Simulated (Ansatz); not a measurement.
Worked example: correlation energy of H₂B–CH, quintet

Geometry: that of the H2B–CH, triplet, kept fixed. The triplet lies 7.1 eV lower here.

```xyz
5

B     0.0000    0.0504    0.7398
C     0.0000   -0.1015   -0.7490
H     0.0000    1.1489    1.2274
H     0.0000   -0.9087    1.4552
H     0.0000    0.4289   -1.6923
```

Basis cc-pVDZ; Ansatz 0.2.0. Only valence electrons are correlated (noble-gas cores frozen), which leaves 10 electrons in 41 orbitals. Prefix R: restricted or restricted open-shell reference; prefix U: unrestricted.

Full CI isn't at hand for all of this; UCCSDT(Q) serves as the reference, and is uncertain by about the last step of the cluster series.

Runs differ by some tens of microhartree through their thresholds and, for an open shell, their frozen cores, so steps under 0.03 kcal/mol mean nothing.

```json
{"level": "UHF", "total energy (hartree)": "-63.947345"}
{"level": "UMP2", "total energy (hartree)": "-64.103212"}
{"level": "UCCSD", "total energy (hartree)": "-64.140136"}
{"level": "UCCSD(T)", "total energy (hartree)": "-64.144905"}
{"level": "UCCSDT", "total energy (hartree)": "-64.145914"}
{"level": "UCCSDT(Q)", "total energy (hartree)": "-64.146143"}
```

Q: What is the correlation energy at UCCSDT(Q), and what share of it do UMP2 and UCCSD recover?

A: E(corr) = -64.146143 − (-63.947345) = -0.198798 hartree = -5.410 eV. UMP2: -0.155867 / -0.198798 = 78.40 %. UCCSD: -0.192791 / -0.198798 = 96.98 %.

Q: By how many kcal/mol does UCCSD(T) miss UCCSDT(Q) (1 hartree = 627.509 kcal/mol), and which steps make up the rest?

A: -64.144905 − (-64.146143) = 0.001238 hartree = 0.78 kcal/mol. Steps: UCCSDT − UCCSD(T) = -0.63, UCCSDT(Q) − UCCSDT = -0.14 kcal/mol. That is within 1 kcal/mol of the reference in this basis, which itself misses far more of the correlation at the basis-set limit.
